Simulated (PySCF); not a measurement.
System: C$_{4}$H$_{7}$ (charge -1, singlet). It need not be the lowest isomer of its formula. Whether it binds its extra electron was not tested at this geometry. 
Geometry from a B3LYP-D3(BJ)/def2-TZVP (Ansatz) optimisation:
```xyz
11

C     -0.0176     0.0925     1.5714
C     -0.0025     0.0204     0.2247
H     -0.0196    -0.9489     1.9786
C      0.0039     1.2750    -0.6326
H     -0.0053     2.1516     0.0165
H      0.8905     1.3334    -1.2875
H     -0.8682     1.3292    -1.3069
C      0.0099    -1.2429    -0.6310
H      0.0051    -2.1339     0.0007
H     -0.8605    -1.3029    -1.3078
H      0.8955    -1.2987    -1.2884
```
Charge -1, spin multiplicity 1.

Dispersion corrections to the total energy (kcal/mol) from the dftd3 and dftd4 libraries through PySCF: D3(BJ) without and D4 with the three-body term, each with the damping fitted for the functional named.

```json
[
 {"functional": "BLYP", "D3(BJ)": "?", "D4": "-11.43"},
 {"functional": "r2SCAN", "D3(BJ)": "?", "D4": "-1.28"},
 {"functional": "CAM-B3LYP", "D3(BJ)": "?", "D4": "-4.17"},
 {"functional": "B2PLYP", "D3(BJ)": "-3.38", "D4": "-3.53"},
 {"functional": "PBE", "D3(BJ)": "-4.52", "D4": "-5.06"},
 {"functional": "TPSSh", "D3(BJ)": "-5.07", "D4": "-6.23"},
 {"functional": "LC-wPBE", "D3(BJ)": "-4.01", "D4": "-5.56"}
]
```

Question: Complete the blanks.

Answer: 
- BLYP, D3(BJ): -9.35
- r2SCAN, D3(BJ): -1.24
- CAM-B3LYP, D3(BJ): -3.26
